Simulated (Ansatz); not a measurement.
Born–Oppenheimer molecular dynamics of C3H7NS (12 atoms, charge 0, multiplicity 1). It starts at the highest image of a converged band. Of that band: Neighbouring images differ by up to 1.7 eV, so the band resolves the path poorly. A vibrational analysis at the climbing image gives one clearly imaginary mode, 1580i cm⁻¹: a first-order saddle point.

The calculation used RKS B3LYP-D4/def2-SVP in Ansatz.

- ensemble: NVE (velocity Verlet)
- time step: 0.5 fs
- steps asked: 200
- starting velocities drawn for: 300 K
- seed: 5555

First frame:

```xyz
12
Properties=species:S:1:pos:R:3
N -1.542 -0.520 0.341
C -0.043 -0.939 0.275
C 0.890 0.093 0.820
C 0.852 -0.176 -0.671
S 0.123 1.063 -1.777
H -1.783 0.393 0.749
H -2.016 -0.675 -0.549
H -1.187 -1.522 0.823
H 0.500 1.072 1.134
H 1.760 -0.236 1.401
H 1.670 -0.739 -1.134
H 0.852 2.131 -1.377
```

(1) How far do the bonds stretch over the last three quarters of this one trajectory? (Pairs bonded in most of those frames.)

Answers

(1) 
| bond | mean (Å) | spread (Å) | shortest | longest |
| --- | --- | --- | --- | --- |
| N1–C2 | 1.446 | 0.062 | 1.32 | 1.55 |
| N1–H6 | 1.026 | 0.025 | 0.97 | 1.08 |
| N1–H7 | 1.024 | 0.035 | 0.96 | 1.08 |
| C2–C3 | 1.512 | 0.054 | 1.43 | 1.62 |
| C2–C4 | 1.553 | 0.083 | 1.41 | 1.74 |
| C3–C4 | 1.538 | 0.057 | 1.43 | 1.63 |
| C3–H9 | 1.099 | 0.014 | 1.07 | 1.13 |
| C3–H10 | 1.098 | 0.015 | 1.07 | 1.13 |
| C4–S5 | 1.808 | 0.045 | 1.72 | 1.87 |
| C4–H11 | 1.102 | 0.025 | 1.06 | 1.15 |
| S5–H12 | 1.358 | 0.021 | 1.32 | 1.39 |

Mean temperature of the second half: 1412 K. The conserved energy stayed within 3.5 meV per atom of its start (net change 0.13 meV per atom), so there is no drift, though single steps change it by up to 51 meV in the whole system, a sign of fast motions only just resolved. The system heated up, since it started high on the potential surface and ran downhill. A run of 0.1 ps of so small a system gives no equilibrium averages. The orbitals stay closed-shell, which can raise the energy where a bond breaks towards radicals; this wasn't checked here.

Run time: 7.9 min on 2 threads of Arm Neoverse V2 (shared host), peak memory 0.24 GiB.
